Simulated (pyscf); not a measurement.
Optimised with ωB97X-D3(BJ)/def2-SVP in PySCF.

### Question
`[CH2]=[C]=[CH2]` + `[FH]` → `[CH2]=[C]=[CH][F]` + `[H][H]`
Surface: singlet. Broken: C–H, F–H. Formed: C–F, H–H. Give ΔE‡ and ΔE from HF/def2-TZVP, relative to the separated reactants.

### Answer
ΔE‡ = 5.72 eV, ΔE = +1.25 eV. ωB97M-D3(BJ)/def2-TZVP gives 4.43 eV and +1.15 eV. Zero-point energy shifts the barrier by -0.10 eV. It is a four-centre exchange, with an imaginary mode of 2012i cm⁻¹. On the reactant side the descent ends in a complex, 0.22 eV under the separated species and 4.70 eV under the saddle at ωB97X-D3(BJ)/def2-TZVP. The same reactants have a lower exit, to HC≡C–CH₃ + HF (barrier +1.98 eV at ωB97M-D3(BJ)/def2-TZVP, against +4.43 eV here). This is the saddle that the search found; another between the same sides may lie lower.
